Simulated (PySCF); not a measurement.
# One shape, several levels: C6H12 (SMILES C/C=C\C(C)C)

We compute a comparison of 5 runs (B3LYP/6-31G*, M06-L/6-31G*, PBE/6-31G*, PBE0/6-31G*, CCSD(T)/6-31G*) of C6H12. The job is set up through a Python script.

The calculation is run with PySCF 2.14.0.

## Step 1: Starting point

C6H12: 18 atoms, total charge 0, spin state singlet. As SMILES, `C/C=C\C(C)C`. The C1–H7 distance was set to 1.642 Å, away from the relaxed value. At this shape a bond of the SMILES string is far longer than usual.

Bond lengths: C1–C2 1.491 Å, C2–C3 1.330 Å, C3–C4 1.497 Å, C4–C5 1.526 Å, C4–C6 1.526 Å, C1–H8 1.090 Å, C1–H9 1.095 Å, C2–H10 1.088 Å, C3–H11 1.090 Å, C4–H12 1.094 Å, C5–H13 1.093 Å, C5–H14 1.094 Å, C5–H15 1.092 Å, C6–H16 1.094 Å, C6–H17 1.092 Å, C6–H18 1.093 Å. Some angles: C1–C2–C3 127.7°, C2–C3–C4 128.2°, C3–C4–C5 110.3°, C3–C4–C6 110.3°, C5–C4–C6 110.7°, C1–C2–H10 115.1°, C3–C2–H10 117.2°, C2–C1–H8 112.9°, C2–C1–H9 110.7°, C2–C3–H11 117.5°. A long bond or contact: C1–H7 1.642 Å.

## Step 2: The energy at B3LYP/6-31G(d) (spherical functions) (run 1)

Contents of calc.py:

```python
from pyscf import gto, dft

mol = gto.M(
    atom='''
C      1.954931    -3.613661    -0.932948
C      2.742531    -1.239220     0.365180
C      1.262479     0.570457     1.286894
C     -1.562907     0.699469     1.263764
C     -2.446921     3.011379    -0.217422
C     -2.583492     0.764381     3.960894
H      3.156485    -3.751900    -3.790658
H     -0.089866    -3.798608    -1.096939
H      2.663352    -5.271442     0.081797
H      4.773250    -0.986960     0.566436
H      2.178901     2.183735     2.182020
H     -2.317683    -0.985543     0.332866
H     -4.509312     3.135345    -0.232937
H     -1.717941     4.747659     0.637641
H     -1.785668     2.945503    -2.171116
H     -1.858914     2.414736     4.975091
H     -2.021109    -0.918911     5.013869
H     -4.646600     0.876876     3.968472
''',
    unit='bohr',
    charge=0,
    basis='6-31g*',
    max_memory=1860,
    verbose=3,
)

mf = dft.RKS(mol)
mf.xc = 'b3lyp'
mf.grids.level = 5
mf.conv_tol = 1e-10
mf.kernel()
if not mf.converged:
    mf = mf.newton().run(mf.mo_coeff, mf.mo_occ)

e_final = mf.e_tot
print('Final energy', e_final)
```

Run with:

```sh
$ OMP_NUM_THREADS=1 python calc.py
```

Output:

```text
converged SCF energy = -235.776865661876
Final energy -235.77686566187558
```

Wall time 38 s (1 thread of Intel Xeon at 2.70GHz, shared host); peak memory 0.59 GiB.

## Step 3: A single-point energy at M06-L/6-31G(d) (spherical functions) (run 2)

Contents of job.py:

```python
from pyscf import gto, dft

mol = gto.M(
    atom=[
    ('C', (1.034505, -1.912267, -0.493695)),
    ('C', (1.451285, -0.655767, 0.193245)),
    ('C', (0.668075, 0.301873, 0.680995)),
    ('C', (-0.827055, 0.370143, 0.668755)),
    ('C', (-1.294855, 1.593553, -0.115055)),
    ('C', (-1.367125, 0.404493, 2.096015)),
    ('H', (1.670340, -1.985420, -2.005930)),
    ('H', (-0.047555, -2.010137, -0.580475)),
    ('H', (1.409385, -2.789527, 0.043285)),
    ('H', (2.525895, -0.522277, 0.299745)),
    ('H', (1.153025, 1.155583, 1.154675)),
    ('H', (-1.226465, -0.521527, 0.176145)),
    ('H', (-2.386225, 1.659153, -0.123265)),
    ('H', (-0.909095, 2.512353, 0.337425)),
    ('H', (-0.944935, 1.558693, -1.148905)),
    ('H', (-0.983695, 1.277823, 2.632705)),
    ('H', (-1.069525, -0.486267, 2.653225)),
    ('H', (-2.458875, 0.464023, 2.100025)),
],
    max_memory=1860,
    basis='6-31g*',
    verbose=3,
)

mf = dft.RKS(mol, xc='m06-l')
mf.grids.level = 5
mf.conv_tol = 1e-10
mf.kernel()
if not mf.converged:
    mf = mf.newton().run(mf.mo_coeff, mf.mo_occ)

etot = mf.e_tot
print(f'total energy: {etot:.8f} hartree')
```

Run with:

```sh
$ OMP_NUM_THREADS=1 python job.py
```

Output:

```text
converged SCF energy = -235.7273063287
total energy: -235.72730633 hartree
```

Wall time 95 s (1 thread of Intel Xeon at 2.70GHz, shared host); peak memory 0.64 GiB.

Runs 3 to 4 aren't shown in full; the table further down has their settings and results.

## Step 4: The energy at CCSD(T)/6-31G(d) (spherical functions) (run 5)

Changes to job.py since step 3:

```diff
@@ -1,4 +1,4 @@
-from pyscf import gto, dft
+from pyscf import gto, cc
 
-mol = gto.M(
+molecule = gto.M(
     atom=[
@@ -23,15 +23,18 @@
 ],
+    verbose=3,
     max_memory=1860,
     basis='6-31g*',
-    verbose=3,
+    spin=0,
 )
 
-mf = dft.RKS(mol, xc='m06-l')
-mf.grids.level = 5
-mf.conv_tol = 1e-10
-mf.kernel()
-if not mf.converged:
-    mf = mf.newton().run(mf.mo_coeff, mf.mo_occ)
+calc0 = molecule.RHF()
+calc0.conv_tol = 1e-10
+calc0.kernel()
+if not calc0.converged:
+    calc0 = calc0.newton().run(calc0.mo_coeff, calc0.mo_occ)
 
-etot = mf.e_tot
-print(f'total energy: {etot:.8f} hartree')
+mycc = cc.CCSD(calc0, frozen=6)
+mycc.kernel()
+e_t = mycc.ccsd_t()
+energy = mycc.e_tot + e_t
+print('Final energy', energy)
```

Run with:

```sh
$ OMP_NUM_THREADS=1 python job.py
```

Output:

```text
converged SCF energy = -234.092813025294
E(CCSD) = -234.9513131093645  E_corr = -0.8585000840703342
CCSD(T) correction = -0.0284388870185235
Final energy -234.97975199638304
```

Wall time 1.8 min (1 thread of Intel Xeon at 2.70GHz, shared host); peak memory 0.98 GiB.

## Step 5: All runs side by side

```
run                                 level  integration grid  frozen core orbitals  energy (Eh)  dipole moment (D) of the reference  HOMO energy (eV)  LUMO energy (eV)  wall time
  1    B3LYP/6-31G* (spherical functions)                 5                     –  -235.776866                                0.82             -6.44             -0.32       38 s
  2    M06-L/6-31G* (spherical functions)                 5                     –  -235.727306                                0.77             -5.84             -0.93       95 s
  3      PBE/6-31G* (spherical functions)                 5                     –  -235.429304                                0.77             -5.56             -1.05       43 s
  4     PBE0/6-31G* (spherical functions)                 5                     –  -235.473699                                0.75             -6.68             -0.10       43 s
  5  CCSD(T)/6-31G* (spherical functions)                 –                     6  -234.979752                                0.95             -9.10              3.74    1.8 min
```

## Step 6: Summary of results

| quantity | value |
| --- | --- |
| run 5: total energy | -234.97975 Eh |
| run 5: dipole moment (Hartree–Fock density) | 0.95 D |
| run 5: HOMO energy (Hartree–Fock orbitals) | -9.10 eV |
| run 5: LUMO energy (Hartree–Fock orbitals) | 3.74 eV |
| run 5: HOMO–LUMO gap (Hartree–Fock orbitals) | 12.84 eV |
| run 5: correlation energy (6 core orbitals frozen) | -886.9 mEh |
| run 5: (T) correction | -28.44 mEh |
| run 5: T1 diagnostic | 0.011 |

**Reading.** Over runs 1, 2, 3, 4 the dipole moment (its size) runs from 0.75 D (PBE0/6-31G*) to 0.82 D (B3LYP/6-31G*). Over runs 1, 2, 3, 4 the HOMO–LUMO gap runs from 4.51 eV (PBE/6-31G*) to 6.58 eV (PBE0/6-31G*). Totals of different functionals can't be ranked against each other. All runs together took 5.5 min, the longest 1.8 min.
